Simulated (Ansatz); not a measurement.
The same path of CH5Si (7 atoms, charge 0, multiplicity 2) was run twice with different band settings. The coordinate that changes most is the dihedral H4–C1–Si2–H7.

The calculation used Ansatz, UKS r2SCAN-D4/def2-SVP.

Relaxed end points:

```xyz
7
Properties=species:S:1:pos:R:3
C -0.173 -1.110 0.050
Si 0.134 0.713 -0.028
H -1.150 -1.534 0.310
H 0.593 -1.851 -0.207
H -0.191 1.266 -1.384
H -0.723 1.432 0.965
H 1.571 1.016 0.248
```

```xyz
7
Properties=species:S:1:pos:R:3
C -0.164 -1.112 0.026
Si 0.137 0.713 -0.037
H 0.170 -1.738 0.861
H -0.733 -1.644 -0.745
H 0.183 1.188 -1.453
H -0.956 1.468 0.659
H 1.423 1.058 0.643
```

Common settings: spring 5.0 eV/Å²; optimiser quadratic models (default); start path through a guess of the saddle point; force threshold 0.03 eV/Å; end points relaxed.

| run | movable images | climbing image | iteration limit |
| --- | --- | --- | --- |
| 1 | 7 | yes | 44 |
| 2 | 8 | no | 52 |

Q: What does each run give, and how far can it be trusted?

A: Run 1: converged after 6 iterations, highest image 0.001 eV above the first end. The top lies less than 8 meV above the higher end, about what the thresholds resolve: that end is a shoulder or a very shallow well. A vibrational analysis at the climbing image gives no mode beyond 40i cm⁻¹: the surface is too flat there to confirm a saddle point.
Run 2: converged after 6 iterations, highest image 0.000 eV above the first end. The top lies less than 8 meV above the higher end, about what the thresholds resolve: that end is a shoulder or a very shallow well. No image climbed, so the highest image needn't sit at the top of the path.
